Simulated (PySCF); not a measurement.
## Which functional comes closest?

Molecule: `O=[PH3]`, H3OP.

Structure with atom numbers: `[O:1]=[PH3:2]`. Each H is labelled by its parent atom.

Geometry PBE0-D3(BJ)/def2-SVP throughout; GIAO in PySCF 2.14, gas phase, one conformer, non-relativistic; equivalent atoms averaged; basis pcSseg-2.

Reference values (CCSD(T)/cc-pVQZ; gas (isolated, no vibration); M. Maurer, PhD thesis, LMU Munich (Maurer, Ochsenfeld, JCTC 2015 SI; set of Flaig et al., JCTC 2014, 10, 572)): δ(P2) = 196.2 ppm vs PH3 (same level), δ(O1) = -10.6 ppm vs H2O (same level). Computed shifts are taken against PH3, H2O, calculated as an isolated molecule at each level.

Problem. How do the functionals HF, LDA, PBE, BLYP, BP86, OPBE, KT2, KT3, B97-D, B3LYP, PBE0, mPW1PW91, WP04, B97-2, BHandHLYP, CAM-B3LYP, wB97X-D, LC-wPBE perform against the reference? Times are CPU seconds on shared hosts with different chips, so compare them loosely; the GGAs took longer than the global hybrids here, which isn't the general rule, and the cause wasn't traced.

Solution. 
```csv
functional,kind,P2,O1,abs. error P,abs. error O,core-s
HF,Hartree–Fock,177.9,-9.8,18.3,0.8,1.3
LDA,LDA,236.2,16.9,40.0,27.5,3.8
PBE,GGA,211.5,22.3,15.3,32.9,4.3
BLYP,GGA,201.9,30.3,5.7,40.9,4.3
BP86,GGA,208.2,21.7,12.0,32.3,4.4
OPBE,GGA,205.9,18.4,9.7,29.0,4.3
KT2,GGA,201.4,15.7,5.2,26.3,4.8
KT3,GGA,190.7,21.4,5.5,32.0,4.4
B97-D,GGA,195.8,24.6,0.4,35.2,4.4
B3LYP,global hybrid,200.4,18.2,4.2,28.8,2.8
PBE0,global hybrid,207.3,9.2,11.1,19.8,3
mPW1PW91,global hybrid,204.6,10.0,8.4,20.6,2.8
WP04,global hybrid,168.7,21.9,27.5,32.5,2.7
B97-2,global hybrid,198.9,11.7,2.7,22.3,2.7
BHandHLYP,global hybrid,194.0,5.1,2.2,15.7,2.5
CAM-B3LYP,range-separated hybrid,202.7,10.8,6.5,21.4,3.4
wB97X-D,range-separated hybrid,201.5,6.3,5.3,16.9,3.4
LC-wPBE,range-separated hybrid,204.7,0.2,8.5,10.8,5.1
```

For 31P the closest is B97-D (0.4 ppm) and the furthest LDA (40.0 ppm).

For 17O the closest is HF (0.8 ppm) and the furthest BLYP (40.9 ppm). One molecule is a small sample, and the reference may use another geometry.
